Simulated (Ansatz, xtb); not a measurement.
System: C3H9O, net charge 1, singlet state. It need not be the lowest isomer of its formula. 
Geometry from a B3LYP-D3(BJ)/def2-TZVP (Ansatz, a first-principles code) optimisation:
SMILES: [OH+](C)CC
```xyz
13

O      0.0650    -0.6860     0.0573
C     -0.0329     0.8344     0.0307
C      1.4215    -1.2871    -0.0153
C     -1.4837     1.2103     0.0017
H      0.4773     1.1213     0.9460
H      0.5293     1.1536    -0.8453
H      1.2777    -2.3604     0.0577
H      1.8903    -0.9930    -0.9510
H      1.9550    -0.9047     0.8481
H     -1.9770     0.8731    -0.9122
H     -2.0156     0.8331     0.8743
H     -1.5441     2.3005     0.0147
H     -0.5425    -1.0807    -0.5933
```
Charge +1, spin multiplicity 1.

Harmonic wavenumbers from GFN2-xTB (xtb, at its own minimum), cm⁻¹: 94, 197, 238, 261, 410, 796, 819, 846, 980, 1004, 1035, 1084, 1140, 1157, 1213, 1239, 1299, 1394, 1408, 1421, 1431, 1444, 1463, 1469, 2981, 3014, 3026, 3046, 3051, 3055, 3064, 3073, 3224.

Task: Give the harmonic wavenumbers at B3LYP-D3(BJ)/def2-TZVP (Ansatz, finite differences of forces, unscaled).

Result: 84, 169, 245, 257, 396, 640, 751, 827, 896, 975, 1079, 1135, 1187, 1215, 1294, 1384, 1425, 1427, 1472, 1480, 1485, 1488, 1497, 1511, 3045, 3083, 3094, 3108, 3131, 3171, 3190, 3205, 3678 cm⁻¹. Zero-point energy 75.8 kcal/mol.

Task: From these and the geometry, give the ideal-gas thermochemistry at 298.15 K and 1 atm (rigid rotor, harmonic oscillator).

Result: Point group C1, rotational symmetry number 1. Rotational constants 25.29, 3.797, 3.545 GHz. S(trans) 38.25, S(rot) 24.36, S(vib) 12.09, S(elec, spin only) 0.00, S 74.7 cal/(mol K). H(298) - H(0) 4.38 kcal/mol; G - E(el) 57.9 kcal/mol.
